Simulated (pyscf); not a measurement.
# Routes from O=GeH–OH

Candidate steps break at most two bonds and form at most two. Each was searched with GFN2-xTB (tblite) first. Optimised with ωB97X-D3(BJ)/def2-SVP in PySCF. MP2 and CC: frozen core, UHF for open shells. ΔMP2 is the change of the MP2 total energy from the triple- to the quadruple-zeta basis. Energies: CCSD(T)/def2-TZVPP + ΔMP2(QZVPP), kcal/mol, from the reactant's lowest minimum found, singlet surface.

```csv
products,type,ΔE‡,ΔE,ΔG‡ 298 K,ΔG‡ 900 K,ν‡ (cm⁻¹)
HO–Ge:–OH [singlet],hydrogen shift,44.9,-38.3,41.9,40.3,1401i
O=Ge: [singlet] + H₂O,"1,1-elimination",50.3,-4.9,47.1,45.6,1536i
```

Row 2: On the product side the descent ends in a bound adduct, 9.8 kcal/mol under the separated species and 61.3 kcal/mol under the saddle at ωB97X-D3(BJ)/def2-TZVP. 

Plain bond fissions and candidates not yet searched are not listed, and one of them may be faster. Each barrier is that of the saddle found; lower ones may exist. A restricted solution here is unstable towards spin polarisation, so biradical character is likely and single-reference numbers are less safe. The CCSD(T) − MP2 part came from Ansatz, without density fitting, on the same reference. The frozen core leaves the outer d or s,p core shells of the metals and heavy elements correlated in the MP2 and CC values, and def2-TZVPP describes them poorly, which can shift differences by a few kcal/mol. Elements up to Kr have no core potential and no relativistic terms here.
